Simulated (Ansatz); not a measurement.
# AlH5OSi, SMILES O[SiH2][AlH2]: vertical and adiabatic energies of changing the electron count

Computed with Ansatz 0.2.0 through its Python package.

Contents of `alh5osi.xyz`:
```text
8

O    -1.60760   -0.07570   -0.79340
Si   -0.23950    0.67940   -0.15880
Al    1.02030   -0.97570    0.90250
H    -2.06380    0.73080   -1.23850
H     0.55350    1.27750   -1.26190
H    -0.60630    1.73640    0.81420
H     2.63150   -1.04530    0.54880
H     0.40420   -2.38450    1.13120
```

Run as a notebook:

```python
import itertools
import warnings

import ansatz as az
from ase.data import atomic_numbers, covalent_radii
import numpy as np

warnings.simplefilter("ignore", az.DeckWarning)
```

```python
mol = az.Crystal.molecule_from_extxyz("alh5osi.xyz")

model = (
    mol.calculation()
    .basis(gaussian="6-31G*")
    .functional("cam_b3lyp")
    .scf(lower_state_search="standard")
)
symbols = [site.symbol for site in mol.cartesian_sites]
start = np.array([site.position_ang for site in mol.cartesian_sites], dtype=float)
rep = model.relax(force_tolerance=0.01).run(threads=1).report
end = np.array(rep["positions_ang"])
```

```python
minimum = az.Crystal.molecule()
for symbol, place in zip(symbols, end):
    minimum = minimum.atom(symbol, place.tolist())
ion = (
    minimum.calculation()
    .basis(gaussian="6-31G*")
    .functional("cam_b3lyp")
    .scf(lower_state_search="standard")
    .charge(1)
    .spin("collinear", total=1)
)
vertical = ion.run(threads=1).report
settled = ion.relax(force_tolerance=0.01, max_steps=80).run(threads=1).report
print(f"vertical ionisation energy   {vertical['free_energy_ev'] - rep['free_energy_ev']:.3f} eV")
print(f"adiabatic, no zero point     {settled['free_energy_ev'] - rep['free_energy_ev']:.3f} eV")
print(f"relaxation energy of the ion {vertical['free_energy_ev'] - settled['free_energy_ev']:.3f} eV")
ionised = np.array(settled["positions_ang"])
# pairs closer than 1.2 times the sum of covalent radii, before or after
radius = [covalent_radii[atomic_numbers[s]] for s in symbols]
span = lambda where, i, j: np.linalg.norm(where[i] - where[j])
bonded = [(i, j) for i, j in itertools.combinations(range(len(symbols)), 2) if min(span(end, i, j), span(ionised, i, j)) < 1.2 * (radius[i] + radius[j])]
print("pair        before    after (A)")
for i, j in bonded:
    print(f"{symbols[i]}{i}-{symbols[j]}{j}".ljust(10), f"{span(end, i, j):8.4f} {span(ionised, i, j):8.4f}")
for first, second in list(itertools.combinations(bonded, 2)):
    shared = set(first) & set(second)
    if shared and symbols[(j := shared.pop())] != "H":
        i, k = sorted((set(first) | set(second)) - {j})
        u, v = ionised[i] - ionised[j], ionised[k] - ionised[j]
        angle = np.degrees(np.arccos(np.clip(u @ v / np.linalg.norm(u) / np.linalg.norm(v), -1, 1)))
        print(f"final angle {symbols[i]}{i}-{symbols[j]}{j}-{symbols[k]}{k}: {angle:.2f} deg")
```

    vertical ionisation energy   9.586 eV
    adiabatic, no zero point     8.501 eV
    relaxation energy of the ion 1.084 eV
    pair        before    after (A)
    O0-Si1       1.6729   1.6192
    O0-H3        0.9658   0.9697
    Si1-Al2      2.4478   2.7414
    Si1-H4       1.4971   1.4707
    Si1-H5       1.4970   1.4776
    Al2-H6       1.5906   1.5659
    Al2-H7       1.5866   1.5643
    final angle Si1-O0-H3: 124.65 deg
    final angle O0-Si1-Al2: 102.58 deg
    final angle O0-Si1-H4: 111.11 deg
    final angle O0-Si1-H5: 117.98 deg
    final angle Al2-Si1-H4: 99.74 deg
    final angle Al2-Si1-H5: 101.63 deg
    final angle Si1-Al2-H6: 105.80 deg
    final angle Si1-Al2-H7: 108.62 deg
    final angle H4-Si1-H5: 119.60 deg
    final angle H6-Al2-H7: 145.57 deg

The settings weren't tested for convergence. The energies are electronic: no zero-point or thermal terms, and the basis set is short of its limit. The product may relax into another structure. The relaxation finds the nearest minimum, so the adiabatic value is an upper bound. It ran for 110 s on 1 thread of Intel(R) Xeon(R) 6975P-C (Granite Rapids) (shared host), peak memory 0.26 GiB.
